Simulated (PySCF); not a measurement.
# BO−: a composite coupled-cluster curve

The task here is to estimate one member of a computed series from the others.

The runs use PySCF 2.14.0; CCSD(T) on RHF, no relativity in the base curves; scalar relativity is added as a correction.

2 further runs of the same task are left out: 2 set aside as unsound or not needed.

Set-up of the first run:

```
molecule             : BO−
state                : singlet, unpaired electrons none
smaller basis        : B aug-cc-pVTZ, O aug-cc-pVTZ
larger basis         : B aug-cc-pVQZ, O aug-cc-pVQZ
frozen core orbitals : 2
extrapolation        : correlation as n⁻³ (n = 3, 4), Hartree–Fock as (n+1)·exp(−9√n)
corrections          : core–valence correlation, scalar relativity
distances (Å)        : 1.0969, 1.1468, 1.1966, 1.2465, 1.2963, 1.3587, 1.4210
masses (u)           : 11.0093, 15.9949
dissociation limit   : B + O−
```

The run is started by

```console
$ OMP_NUM_THREADS=4 python comp.py task.json out
```

Steps of the session up to this table: Coupled cluster at each distance.

One table of the session follows, with a row left open; its other results are not shown here.

It belongs to the step «Coupled cluster at each distance». Parts of the energy along the bond, in eV from B + O−:

| R (Å) | HF/CBS | CCSD corr. | (T) | core–valence | relativity |
| --- | --- | --- | --- | --- | --- |
| 1.0969 | -7.080 | -1.285 | -0.1305 | -0.0881 | -0.0006 |
| 1.1468 | -7.603 | -1.356 | -0.1521 | -0.0730 | 0.0010 |
| 1.1966 | -7.807 | -1.427 | -0.1748 | -0.0601 | 0.0022 |
| 1.2465 | ? | ? | ? | ? | ? |
| 1.2963 | -7.580 | -1.573 | -0.2235 | -0.0398 | 0.0034 |
| 1.3587 | -7.165 | -1.665 | -0.2562 | -0.0299 | 0.0036 |
| 1.4210 | -6.629 | -1.756 | -0.2906 | -0.0218 | 0.0036 |

Estimate the missing values for R (Å) = 1.2465.

Worked estimate for «HF/CBS». A straight line through the neighbours (1.1966, -7.807) and (1.2963, -7.580) gives -7.807 + (-7.580 + 7.807) × (1.2465 − 1.1966) / (1.2963 − 1.1966) = -7.693; a parabola fitted to 4 rows on both sides gives -7.775.

The run gave: HF/CBS: -7.779; CCSD corr.: -1.500; (T): -0.1986; core–valence: -0.0492; relativity: 0.0029. In «HF/CBS» the line misses by +0.086 and the parabola by +0.004.
